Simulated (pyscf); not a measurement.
H₃C–Br (SMILES CBr) + CH₃• (SMILES [CH3]) → H₃C–CH₃ (SMILES CC) + Br• (SMILES [Br]) (substitution at C; doublet surface; Br–C broken, C–C formed). Structures and frequencies: ωB97X-D3(BJ)/def2-SVP in PySCF. Energies in kcal/mol from the separated reactants.

```tsv
level	barrier	reaction energy
PBE/def2-TZVP	11.6	-18.5
r²SCAN/def2-TZVP	14.5	-15.9
B3LYP-D3(BJ)/def2-TZVP	___	___
PBE0-D3(BJ)/def2-TZVP	15.6	-19.7
M06-2X/def2-TZVP	___	-23.4
ωB97M-D3(BJ)/def2-TZVP	18.7	-23.2
```

Question: Some entries are withheld; supply them.

Answer: 
- B3LYP-D3(BJ)/def2-TZVP, barrier: 14.4
- B3LYP-D3(BJ)/def2-TZVP, reaction energy: -20.2
- M06-2X/def2-TZVP, barrier: 17.9

The functionals in the table span 7.1 kcal/mol in this barrier, from PBE to ωB97M-D3(BJ). One saddle was located; it need not be the lowest between these sides. The angle at the attacked C is 180°. Left out: the spin-orbit lowering of Br, which is large for Br, Se, Te and I. Elements up to Kr have no core potential and no relativistic terms here.
